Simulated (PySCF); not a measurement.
# BS⁺: one state, many levels of theory

State: ³Π (triplet), unpaired electrons σ ↑, π ↑. Set-up: PySCF, no relativity, basis sets B pcseg-1, S pcseg-1. De refers to B⁺ + S in their high-spin ground configurations, without counterpoise correction. The functionals are run spin-unrestricted. A positive dipole points towards S; it is taken about the centre of mass and depends on that origin.

```csv
Level,Re (Å),ωe (cm⁻¹),De (eV),μ (D),"CPU s a point (SCF and correlation, without the integrals)"
UHF,1.699,1015,1.97,-3.07,0.057
UHF-MP2,1.703,1031,2.58,n/a,0.08
UHF-SCS-MP2,1.707,1006,2.35,n/a,n/a
UHF-CCSD,1.713,976,2.07,n/a,n/a
UHF-CCSD(T),1.720,963,2.24,n/a,0.54
PBE,1.725,953,3.52,-2.18,0.34
r²SCAN,1.712,991,3.56,-2.38,0.47
M06-L,1.706,1004,3.49,-2.27,0.52
PBE0,1.708,995,3.24,-2.38,0.55
r²SCAN0,1.702,1012,3.27,-2.50,0.55
M06-2X,1.705,1000,2.84,-2.43,0.54
ωB97X,1.707,996,2.89,-2.52,0.4
```

Problem. Which functional lies closest to UHF-CCSD(T) in De, which farthest, and by how much do they differ from it?

Solution. Closest is M06-2X (-1.5 pm in Re, +3.8 % in ωe, +0.60 eV in De against UHF-CCSD(T) in the same basis), farthest r²SCAN (-0.8 pm in Re, +2.9 % in ωe, +1.32 eV in De). CCSD(T) converges more slowly with the basis than the functionals do and binds too weakly in this one, so the order can change at the basis-set limit.

Problem. What does a quarter of exact exchange do here, going from PBE to PBE0?

Solution. PBE0 less PBE: -1.7 pm in Re, +4.4 % in ωe, -0.28 eV in De. Exact exchange removes part of the self-interaction that spreads semilocal densities, and in most molecules shortens and stiffens the bond and lowers De; so it does here.

Problem. What does the step from GGA to meta-GGA do here, going from PBE to r²SCAN?

Solution. r²SCAN less PBE: -1.3 pm in Re, +4.0 % in ωe, +0.04 eV in De. 

Correlated steps freeze 6 core orbitals. Correlated levels converge slowly with the basis: in double zeta they bind strong bonds too weakly, by up to about 1 eV, and carry superposition errors of some tenths. For an ion De counts to the pair picked by the measured ionisation energies or electron affinities, which need not be the lowest pair at this level. The state was picked by a PBE0 search and need not be the measured ground state.

The whole job (state search and all levels along the bond) took about 1 min on 1 thread of Intel Xeon Platinum 8375C @ 2.90GHz (shared host), peak memory 0.4 GiB.
